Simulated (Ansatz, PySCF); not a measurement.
Species: C2F3N, charge 0, multiplicity 1. SMILES: N#CC(F)(F)F
Geometry: optimised at B3LYP-D3(BJ)/def2-TZVP (Ansatz, a quantum-chemistry and plane-wave program).

Harmonic wavenumbers (cm⁻¹) at HF/6-31G* (Ansatz, at its own minimum) and at B3LYP-D3(BJ)/def2-TZVP (PySCF, at the structure above). 6-31G* holds six Cartesian d functions. Modes are numbered in rising order, 12 in all, and paired by that order; shown are modes over 250 cm⁻¹ that lie over 6 % from every other mode at both levels, one of each degenerate set, at most eight drawn at random. The second level is harmonic too, so this factor is not the one that brings values to measured fundamentals.

```json
[
 {"mode": "3", "HF/6-31G* (x)": "517", "B3LYP-D3(BJ)/def2-TZVP (y)": "464"},
 {"mode": "6", "HF/6-31G* (x)": "696", "B3LYP-D3(BJ)/def2-TZVP (y)": "628"},
 {"mode": "8", "HF/6-31G* (x)": "889", "B3LYP-D3(BJ)/def2-TZVP (y)": "808"},
 {"mode": "12", "HF/6-31G* (x)": "2663", "B3LYP-D3(BJ)/def2-TZVP (y)": "2386"}
]
```

Q: Fit one scale factor, y = λ·x, by least squares, and use it for mode 5, which lies at 565 cm⁻¹ at HF/6-31G*.

A: λ = Σxy/Σx² = 7749206/8633595 = 0.8976; the rows scatter about it by 6 cm⁻¹ (root mean square). Prediction for mode 5: 507 cm⁻¹. The wavenumber at B3LYP-D3(BJ)/def2-TZVP is 520 cm⁻¹, so the fit misses by -13 cm⁻¹, against +45 cm⁻¹ without it. The fit is meant for this molecule alone.
